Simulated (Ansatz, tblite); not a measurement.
# SiHMe3 (C₃H₁₀Si): removing and adding an electron

Aim: the energy of removing and adding an electron for SiHMe3 (C₃H₁₀Si), by energy differences, and how well orbital energies stand in for it.

Method: as each input shows; program: Ansatz 0.2.0, Gaussian basis.

Levels to be run: charge +1 doublet, at the geometry of the singlet (PBE0-D4/def2-TZVP, PBE-D4/def2-TZVP, r2SCAN-D4/def2-TZVP, CCSD(T)/def2-TZVP); charge -1 doublet, at the geometry of the singlet (PBE0-D4/def2-TZVPD, PBE-D4/def2-TZVPD, r2SCAN-D4/def2-TZVPD); the starting singlet's energies come from earlier runs.

## 1. The geometry

The geometry is that of the singlet, from an earlier relaxation (PBE-D4/def2-SVP).

14 atoms, charge 0, spin multiplicity 1.

Atoms are counted from 1 here; the program's logs count them from 0.

Bond lengths: Si1–H2 1.512 Å, Si1–C3 1.894 Å, Si1–C7 1.894 Å, Si1–C11 1.894 Å, C3–H4 1.110 Å, C3–H5 1.110 Å, C3–H6 1.110 Å, C7–H8 1.109 Å, C7–H9 1.110 Å, C7–H10 1.109 Å, C11–H12 1.110 Å, C11–H13 1.109 Å, C11–H14 1.110 Å. Angles: H2–Si1–C3 108.7°, H2–Si1–C7 108.7°, H2–Si1–C11 108.7°, C3–Si1–C7 110.2°, C3–Si1–C11 110.2°, C7–Si1–C11 110.2°, Si1–C3–H4 111.2°, Si1–C3–H5 110.8°, Si1–C3–H6 111.2°, H4–C3–H5 107.8°, H4–C3–H6 107.8°, H5–C3–H6 107.8°, Si1–C7–H8 111.2°, Si1–C7–H9 110.8°, Si1–C7–H10 111.2°, H8–C7–H9 107.8°, H8–C7–H10 107.8°, H9–C7–H10 107.8° and more.

## 2. Charge +1 doublet at the fixed geometry, first pass, PBE0-D4/def2-SVP

Contents of in.yaml:

```yaml
crystal:
  periodic: [false, false, false]
  atoms:
    - {symbol: Si, position_ang: [0.001561, 0.000962, 0.495998]}
    - {symbol: H, position_ang: [0.006465, 0.003904, 2.008115]}
    - {symbol: C, position_ang: [1.793948, 0.005356, -0.117012]}
    - {symbol: H, position_ang: [2.341071, 0.898991, 0.247791]}
    - {symbol: H, position_ang: [1.830191, 0.013690, -1.226520]}
    - {symbol: H, position_ang: [2.340797, -0.893921, 0.234189]}
    - {symbol: C, position_ang: [-0.902383, 1.550955, -0.111227]}
    - {symbol: H, position_ang: [-1.950943, 1.572046, 0.250763]}
    - {symbol: H, position_ang: [-0.924772, 1.584071, -1.220602]}
    - {symbol: H, position_ang: [-0.401448, 2.474078, 0.246354]}
    - {symbol: C, position_ang: [-0.892666, -1.556940, -0.105355]}
    - {symbol: H, position_ang: [-1.942883, -1.580446, 0.251693]}
    - {symbol: H, position_ang: [-0.389240, -2.475482, 0.260441]}
    - {symbol: H, position_ang: [-0.909689, -1.597252, -1.214619]}
basis:
  gaussian: {orbitals: def2-SVP}
total_charge: 1
magnetization: {spin_polarized: true, initial_magnetization: 1}
hamiltonian: {xc: pbe0, dispersion: d4}
output: {orbitals: {seedname: orbitals}}
```

Command:

```
> ansatz run in.yaml --threads 4 --pin off --events-out ev --progress --plain --max-ram 3916MiB
```

What it wrote:

```text
Functional definition: PBE0
  name "PBE0"
  cite "Adamo & Barone, J. Chem. Phys. 110, 6158 (1999) doi:10.1063/1.478522"
  cite "Perdew, Burke & Ernzerhof, Phys. Rev. Lett. 77, 3865 (1996) doi:10.1103/PhysRevLett.77.3865"
  parent pbe
  parameter a = 0.25
  parameter kappa = 0.804
  parameter beta = 0.06672455060314922
  exchange = (1 - a)*pbe_x(kappa = kappa, mu = beta*pi^2/3) + a*exact_x
  correlation = pbe_c(beta = beta)
1250 factors; their error is unknown
mean field evaluation 1: about -11113.4106 eV, gradient 5.7e1 eV
mean field evaluation 2: about -11104.2398 eV, gradient 6.6e1 eV
mean field evaluation 4: about -11129.5329 eV, gradient 5.0e0 eV
mean field evaluation 8: about -11129.6767 eV, gradient 2.1e-1 eV
mean field evaluation 16: about -11129.7525 eV, gradient 1.9e0 eV
mean field evaluation 32: about -11129.8996 eV, gradient 3.2e0 eV
mean field -11129.98116680 eV, -409.0192637077 hartree, gradient 1.4e-5 eV, S^2 0.756284; 4 other end points of the search recorded, 0 dependent functions left out
reference -11129.98119468 eV, -409.0192647324 hartree; 21, 20 occupied and 89, 90 virtual orbitals, 1250 factors
Total energy: -11130.16489554 eV, -409.0260156144 hartree
```

Run time: 4.7 s. Hardware: 4 threads of Arm Neoverse V2, shared host.

Report: HOMO -14.09 eV, LUMO -12.48 eV (over both spins); ⟨S²⟩ 0.756 (pure: 0.75).

## 3. Charge +1 doublet at the fixed geometry, PBE0-D4/def2-TZVP

start.molden holds the orbitals of an earlier run on this state, given as this run's starting guess.

Changes to in.yaml since step 2:

```diff
@@ -18,3 +18,3 @@
 basis:
-  gaussian: {orbitals: def2-SVP}
+  gaussian: {orbitals: def2-TZVP, initial_orbitals: start.molden}
 total_charge: 1
@@ -22,2 +22,3 @@
 hamiltonian: {xc: pbe0, dispersion: d4}
+scf: {omitted_lower_state_checks: [starts]}
 output: {orbitals: {seedname: orbitals}}
```

Same command.

What it wrote:

```text
Functional definition: PBE0
  name "PBE0"
  cite "Adamo & Barone, J. Chem. Phys. 110, 6158 (1999) doi:10.1063/1.478522"
  cite "Perdew, Burke & Ernzerhof, Phys. Rev. Lett. 77, 3865 (1996) doi:10.1103/PhysRevLett.77.3865"
  parent pbe
  parameter a = 0.25
  parameter kappa = 0.804
  parameter beta = 0.06672455060314922
  exchange = (1 - a)*pbe_x(kappa = kappa, mu = beta*pi^2/3) + a*exact_x
  correlation = pbe_c(beta = beta)
these checks for a lower state are left out or cut short: starts
1248 factors; their error is unknown
mean field evaluation 1: about -11134.1239 eV, gradient 7.0e1 eV
mean field evaluation 2: about -11136.2723 eV, gradient 2.1e0 eV
mean field evaluation 4: about -11136.3115 eV, gradient 2.6e-1 eV
mean field evaluation 8: about -11136.3118 eV, gradient 6.6e-5 eV
mean field -11136.31180346 eV, -409.2519103139 hartree, gradient 8.0e-6 eV, S^2 0.757012; 0 other end points of the search recorded, 0 dependent functions left out
reference -11136.31183716 eV, -409.2519115525 hartree; 21, 20 occupied and 169, 170 virtual orbitals, 1248 factors
Total energy: -11136.49553802 eV, -409.2586624345 hartree
Checks for a lower state left out: starts
```

Run time: 5.5 s. Hardware: 4 threads of Arm Neoverse V2, shared host.

HOMO -14.00 eV, LUMO -12.41 eV (over both spins); ⟨S²⟩ 0.757 (pure: 0.75).

## 4. Charge +1 doublet at the fixed geometry, PBE-D4/def2-TZVP

Changes to in.yaml since step 3:

```diff
@@ -21,3 +21,3 @@
 magnetization: {spin_polarized: true, initial_magnetization: 1}
-hamiltonian: {xc: pbe0, dispersion: d4}
+hamiltonian: {xc: pbe, dispersion: d4}
 scf: {omitted_lower_state_checks: [starts]}
```

The command is unchanged.

What it wrote:

```text
Functional definition: PBE
  name "PBE"
  cite "Perdew, Burke & Ernzerhof, Phys. Rev. Lett. 77, 3865 (1996) doi:10.1103/PhysRevLett.77.3865"
  parent pbe
  parameter kappa = 0.804
  parameter beta = 0.06672455060314922
  exchange = pbe_x(kappa = kappa, mu = beta*pi^2/3)
  correlation = pbe_c(beta = beta)
these checks for a lower state are left out or cut short: starts
1232 factors; their error is unknown
mean field evaluation 1: about -11135.0495 eV, gradient 6.5e0 eV
mean field evaluation 2: about -11135.1504 eV, gradient 1.7e-1 eV
mean field evaluation 4: about -11135.1195 eV, gradient 5.9e-2 eV
mean field evaluation 8: about -11135.1195 eV, gradient 1.6e-5 eV
mean field evaluation 16: about -11135.1195 eV, gradient 2.4e-5 eV
mean field -11135.11949783 eV, -409.2080938901 hartree, gradient 2.4e-5 eV, S^2 0.752340; 0 other end points of the search recorded, 0 dependent functions left out
reference -11135.11954225 eV, -409.2080955225 hartree; 21, 20 occupied and 169, 170 virtual orbitals, 1232 factors
Total energy: -11135.33668685 eV, -409.2160754395 hartree
Checks for a lower state left out: starts
```

Wall time 3.1 s (4 threads of Arm Neoverse V2, shared host).

Report: HOMO -12.98 eV, LUMO -12.96 eV (over both spins); ⟨S²⟩ 0.752 (pure: 0.75).

## 5. Charge +1 doublet at the fixed geometry, r2SCAN-D4/def2-TZVP

Changes to in.yaml since step 4:

```diff
@@ -21,3 +21,3 @@
 magnetization: {spin_polarized: true, initial_magnetization: 1}
-hamiltonian: {xc: pbe, dispersion: d4}
+hamiltonian: {xc: r2scan, dispersion: d4}
 scf: {omitted_lower_state_checks: [starts]}
```

Same command.

What it wrote:

```text
Functional definition: r2SCAN
  name "r2SCAN"
  cite "Furness, Kaplan, Ning, Perdew & Sun, J. Phys. Chem. Lett. 11, 8208 (2020) doi:10.1021/acs.jpclett.0c02405"
  cite "Furness, Kaplan, Ning, Perdew & Sun, J. Phys. Chem. Lett. 11, 9248 (2020) doi:10.1021/acs.jpclett.0c03077"
  parent r2scan
  parameter k0 = 0.174
  parameter k1 = 0.065
  parameter a1 = 4.9479
  exchange = r2scan_x(k0 = k0, k1 = k1, a1 = a1)
  correlation = r2scan_c
these checks for a lower state are left out or cut short: starts
1232 factors; their error is unknown
mean field evaluation 1: about -11141.1440 eV, gradient 3.9e0 eV
mean field evaluation 2: about -11141.1836 eV, gradient 6.7e-2 eV
mean field evaluation 4: about -11141.1515 eV, gradient 1.4e-2 eV
mean field evaluation 8: about -11141.1515 eV, gradient 1.6e-5 eV
mean field -11141.15153579 eV, -409.4297671964 hartree, gradient 1.8e-5 eV, S^2 0.756918; 0 other end points of the search recorded, 0 dependent functions left out
reference -11141.15155125 eV, -409.4297677645 hartree; 21, 20 occupied and 169, 170 virtual orbitals, 1232 factors
Total energy: -11141.20684345 eV, -409.4317997154 hartree
Checks for a lower state left out: starts
```

Wall time 6.5 s (4 threads of Arm Neoverse V2, shared host).

HOMO -13.18 eV, LUMO -13.00 eV (over both spins); ⟨S²⟩ 0.757 (pure: 0.75).

## 6. Charge +1 doublet at the fixed geometry, CCSD(T)/def2-TZVP

Changes to in.yaml since step 5:

```diff
@@ -21,4 +21,4 @@
 magnetization: {spin_polarized: true, initial_magnetization: 1}
-hamiltonian: {xc: r2scan, dispersion: d4}
-scf: {omitted_lower_state_checks: [starts]}
+correlation: {method: ccsd_t}
+scf: {omitted_lower_state_checks: [starts, cluster_reference]}
 output: {orbitals: {seedname: orbitals}}
```

The command is unchanged.

What it wrote (excerpt; [...] marks lines left out):

```text
Functional definition: HF
  name "HF"
  cite "Fock, Z. Phys. 61, 126 (1930) doi:10.1007/BF01340294"
  parent pbe
[...]
1329 factors; integrals over basis functions are off by at most 1.1e-3 eV
[...]
mean field -11104.24295080 eV, -408.0734017157 hartree, gradient 6.2e-6 eV, S^2 0.762342; 0 other end points of the search recorded, 0 dependent functions left out
8 core orbitals not correlated: weight in the atoms' cores, before any rotation towards them, 1.000 or more for the frozen orbitals, at most 0.000 for the correlated occupied ones
reference -11104.24295080 eV, -408.0734017157 hartree; 13, 12 occupied and 169, 170 virtual orbitals, 1329 factors
second order -16.53137175 eV of doubles, -0.00000000 eV of singles
cycle   1  -17.74088290 eV  change    -1.2e0 eV  update   9.8e-2
[...]
cycle  16  -18.36161253 eV  change   -2.2e-5 eV  update   2.8e-5
perturbative correction -0.69324937 eV, -0.0254764444 hartree
Total energy: -11123.29781270 eV, -408.7736549745 hartree
Checks for a lower state left out: starts, cluster_reference
```

It took 9.4 min on 4 threads of Arm Neoverse V2, shared host; peak memory 2.7 GiB.

Hartree-Fock HOMO -16.65 eV, LUMO -8.32 eV (over both spins); ⟨S²⟩ 0.762 (pure: 0.75); T1 0.030.

## 7. Vertical ionisation energy

Charged state less starting state, singlet to doublet; the starting state's energies are those of its earlier runs.

| method | vertical ionisation energy (eV) | from CCSD(T)/def2-TZVP (eV) | time |
| --- | --- | --- | --- |
| HF/def2-TZVP | 9.99 | -0.81 |  |
| PBE-D4/def2-TZVP | 10.13 | -0.67 | 4.5 s |
| r2SCAN-D4/def2-TZVP | 10.27 | -0.53 | 9.3 s |
| PBE0-D4/def2-TZVP | 10.50 | -0.30 | 8.2 s |
| MP2/def2-TZVP | 10.93 | +0.13 |  |
| CCSD/def2-TZVP | 10.80 | 0.00 |  |
| CCSD(T)/def2-TZVP | 10.80 | 0 | 9.9 min |

Times add the two runs; a level without a time comes out of a correlated run.

Beside −ε(HOMO) of the starting state:

| level | −ε(HOMO) (eV) | by difference (eV) | mismatch (eV) |
| --- | --- | --- | --- |
| PBE-D4/def2-TZVP | 7.21 | 10.13 | -2.92 |
| r2SCAN-D4/def2-TZVP | 7.50 | 10.27 | -2.78 |
| PBE0-D4/def2-TZVP | 8.52 | 10.50 | -1.98 |

## 8. Charge -1 doublet at the fixed geometry, first pass, PBE0-D4/def2-SVP

Changes to in.yaml since step 6:

```diff
@@ -18,7 +18,6 @@
 basis:
-  gaussian: {orbitals: def2-TZVP, initial_orbitals: start.molden}
-total_charge: 1
+  gaussian: {orbitals: def2-SVP}
+total_charge: -1
 magnetization: {spin_polarized: true, initial_magnetization: 1}
-correlation: {method: ccsd_t}
-scf: {omitted_lower_state_checks: [starts, cluster_reference]}
+hamiltonian: {xc: pbe0, dispersion: d4}
 output: {orbitals: {seedname: orbitals}}
```

Same command.

What it wrote:

```text
Functional definition: PBE0
  name "PBE0"
  cite "Adamo & Barone, J. Chem. Phys. 110, 6158 (1999) doi:10.1063/1.478522"
  cite "Perdew, Burke & Ernzerhof, Phys. Rev. Lett. 77, 3865 (1996) doi:10.1103/PhysRevLett.77.3865"
  parent pbe
  parameter a = 0.25
  parameter kappa = 0.804
  parameter beta = 0.06672455060314922
  exchange = (1 - a)*pbe_x(kappa = kappa, mu = beta*pi^2/3) + a*exact_x
  correlation = pbe_c(beta = beta)
1250 factors; their error is unknown
mean field evaluation 1: about -11131.8426 eV, gradient 3.3e1 eV
mean field evaluation 2: about -11130.4777 eV, gradient 3.6e1 eV
mean field evaluation 4: about -11137.4264 eV, gradient 7.7e-1 eV
mean field evaluation 8: about -11137.4710 eV, gradient 1.3e-2 eV
mean field evaluation 16: about -11137.4710 eV, gradient 5.9e-5 eV
mean field evaluation 32: about -11136.5838 eV, gradient 5.2e0 eV
mean field -11137.47100491 eV, -409.2945101813 hartree, gradient 1.8e-5 eV, S^2 0.750996; 6 other end points of the search recorded, 0 dependent functions left out
reference -11137.47103997 eV, -409.2945114698 hartree; 22, 21 occupied and 88, 89 virtual orbitals, 1250 factors
Total energy: -11137.73237451 eV, -409.3041153372 hartree
```

Wall time 3.6 s (4 threads of Arm Neoverse V2, shared host).

Report: HOMO 4.40 eV, LUMO 5.87 eV (over both spins); ⟨S²⟩ 0.751 (pure: 0.75). Doubts: highest occupied level lies above zero.

## 9. Charge -1 doublet at the fixed geometry, PBE0-D4/def2-TZVPD

Changes to in.yaml since step 8:

```diff
@@ -18,3 +18,3 @@
 basis:
-  gaussian: {orbitals: def2-SVP}
+  gaussian: {orbitals: def2-TZVPD, initial_orbitals: start.molden}
 total_charge: -1
@@ -22,2 +22,3 @@
 hamiltonian: {xc: pbe0, dispersion: d4}
+scf: {omitted_lower_state_checks: [starts]}
 output: {orbitals: {seedname: orbitals}}
```

Launched as before.

What it wrote:

```text
Functional definition: PBE0
  name "PBE0"
  cite "Adamo & Barone, J. Chem. Phys. 110, 6158 (1999) doi:10.1063/1.478522"
  cite "Perdew, Burke & Ernzerhof, Phys. Rev. Lett. 77, 3865 (1996) doi:10.1103/PhysRevLett.77.3865"
  parent pbe
  parameter a = 0.25
  parameter kappa = 0.804
  parameter beta = 0.06672455060314922
  exchange = (1 - a)*pbe_x(kappa = kappa, mu = beta*pi^2/3) + a*exact_x
  correlation = pbe_c(beta = beta)
these checks for a lower state are left out or cut short: starts
1328 factors; their error is unknown
mean field evaluation 1: about -11141.4515 eV, gradient 7.4e1 eV
mean field evaluation 2: about -11144.7790 eV, gradient 4.7e0 eV
mean field evaluation 4: about -11145.5646 eV, gradient 7.4e-2 eV
mean field evaluation 8: about -11145.5453 eV, gradient 1.8e-5 eV
mean field -11145.54528048 eV, -409.5912343359 hartree, gradient 2.3e-5 eV, S^2 0.750237; 0 other end points of the search recorded, 0 dependent functions left out
reference -11145.54532277 eV, -409.5912358899 hartree; 22, 21 occupied and 222, 223 virtual orbitals, 1328 factors
Total energy: -11145.80665732 eV, -409.6008397573 hartree
Checks for a lower state left out: starts
```

It took 9 s on 4 threads of Arm Neoverse V2, shared host; peak memory 0.77 GiB.

HOMO 2.23 eV, LUMO 3.34 eV (over both spins); ⟨S²⟩ 0.750 (pure: 0.75). Doubts: highest occupied level lies above zero.

## 10. Charge -1 doublet at the fixed geometry, PBE-D4/def2-TZVPD

Changes to in.yaml since step 9:

```diff
@@ -21,3 +21,3 @@
 magnetization: {spin_polarized: true, initial_magnetization: 1}
-hamiltonian: {xc: pbe0, dispersion: d4}
+hamiltonian: {xc: pbe, dispersion: d4}
 scf: {omitted_lower_state_checks: [starts]}
```

Launched as before.

What it wrote:

```text
Functional definition: PBE
  name "PBE"
  cite "Perdew, Burke & Ernzerhof, Phys. Rev. Lett. 77, 3865 (1996) doi:10.1103/PhysRevLett.77.3865"
  parent pbe
  parameter kappa = 0.804
  parameter beta = 0.06672455060314922
  exchange = pbe_x(kappa = kappa, mu = beta*pi^2/3)
  correlation = pbe_c(beta = beta)
these checks for a lower state are left out or cut short: starts
1307 factors; their error is unknown
mean field evaluation 1: about -11144.1019 eV, gradient 6.5e0 eV
mean field evaluation 2: about -11144.1922 eV, gradient 1.1e-1 eV
mean field evaluation 4: about -11144.1473 eV, gradient 4.8e-3 eV
mean field evaluation 8: about -11144.1472 eV, gradient 2.2e-5 eV
mean field -11144.14723641 eV, -409.5398571637 hartree, gradient 2.7e-5 eV, S^2 0.750201; 0 other end points of the search recorded, 0 dependent functions left out
reference -11144.14729383 eV, -409.5398592740 hartree; 22, 21 occupied and 222, 223 virtual orbitals, 1307 factors
Total energy: -11144.45557548 eV, -409.5511884155 hartree
Checks for a lower state left out: starts
```

Run time: 6 s. Hardware: 4 threads of Arm Neoverse V2, shared host.

Report: HOMO 2.47 eV, LUMO 2.81 eV (over both spins); ⟨S²⟩ 0.750 (pure: 0.75). Doubts: highest occupied level lies above zero.

## 11. Charge -1 doublet at the fixed geometry, r2SCAN-D4/def2-TZVPD

Changes to in.yaml since step 10:

```diff
@@ -21,3 +21,3 @@
 magnetization: {spin_polarized: true, initial_magnetization: 1}
-hamiltonian: {xc: pbe, dispersion: d4}
+hamiltonian: {xc: r2scan, dispersion: d4}
 scf: {omitted_lower_state_checks: [starts]}
```

Launched as before.

What it wrote:

```text
Functional definition: r2SCAN
  name "r2SCAN"
  cite "Furness, Kaplan, Ning, Perdew & Sun, J. Phys. Chem. Lett. 11, 8208 (2020) doi:10.1021/acs.jpclett.0c02405"
  cite "Furness, Kaplan, Ning, Perdew & Sun, J. Phys. Chem. Lett. 11, 9248 (2020) doi:10.1021/acs.jpclett.0c03077"
  parent r2scan
  parameter k0 = 0.174
  parameter k1 = 0.065
  parameter a1 = 4.9479
  exchange = r2scan_x(k0 = k0, k1 = k1, a1 = a1)
  correlation = r2scan_c
these checks for a lower state are left out or cut short: starts
1307 factors; their error is unknown
mean field evaluation 1: about -11150.1783 eV, gradient 4.0e0 eV
mean field evaluation 2: about -11150.2157 eV, gradient 5.8e-2 eV
mean field evaluation 4: about -11150.1734 eV, gradient 5.7e-3 eV
mean field evaluation 8: about -11150.1734 eV, gradient 2.6e-5 eV
mean field -11150.17335753 eV, -409.7613130304 hartree, gradient 1.5e-5 eV, S^2 0.750726; 0 other end points of the search recorded, 0 dependent functions left out
reference -11150.17338177 eV, -409.7613139212 hartree; 22, 21 occupied and 222, 223 virtual orbitals, 1307 factors
Total energy: -11150.25458284 eV, -409.7642980053 hartree
Checks for a lower state left out: starts
```

It took 21 s on 4 threads of Arm Neoverse V2, shared host.

HOMO 2.48 eV, LUMO 3.16 eV (over both spins); ⟨S²⟩ 0.751 (pure: 0.75). Doubts: highest occupied level lies above zero.

## 12. Vertical electron affinity

Starting state less charged state (positive: the electron is bound), singlet to doublet; the starting state's energies are those of its earlier runs.

| level | vertical electron affinity (eV) | time |
| --- | --- | --- |
| PBE-D4/def2-TZVPD | -1.03 | 8 s |
| r2SCAN-D4/def2-TZVPD | -1.24 | 24 s |
| PBE0-D4/def2-TZVPD | -1.20 | 12 s |

Times add the two runs; a level without a time comes out of a correlated run.

Beside −ε(LUMO) of the starting state:

| level | −ε(LUMO) (eV) | by difference (eV) | mismatch (eV) |
| --- | --- | --- | --- |
| PBE-D4/def2-TZVPD | 0.34 | -1.03 | +1.37 |
| r2SCAN-D4/def2-TZVPD | -0.42 | -1.24 | +0.81 |
| PBE0-D4/def2-TZVPD | -0.28 | -1.20 | +0.92 |

## 13. Results

```
                                             quantity                                   value
 vertical ionisation energy, functionals in def2-TZVP    10.13 (PBE-D4) to 10.50 eV (PBE0-D4)
        vertical ionisation energy, CCSD(T)/def2-TZVP                                10.80 eV
vertical electron affinity, functionals in def2-TZVPD  -1.24 (r2SCAN-D4) to -1.03 eV (PBE-D4)
```

The vertical ionisation energy spans 10.13 to 10.50 eV over the functionals, beside 10.80 eV from CCSD(T)/def2-TZVP. −ε(HOMO) misses the level's own difference by -1.98 eV at best (PBE0-D4) and -2.92 eV at worst (PBE-D4). The reference is CCSD(T) in one finite basis, so it carries an error of its own, often a tenth of an eV or more, and near misses can't be ranked. The vertical electron affinity spans -1.24 to -1.03 eV over the functionals. A negative affinity means an unbound electron, held by the basis alone. −ε(LUMO) misses the level's own difference by +0.81 eV at best (r2SCAN-D4) and +1.37 eV at worst (PBE-D4).
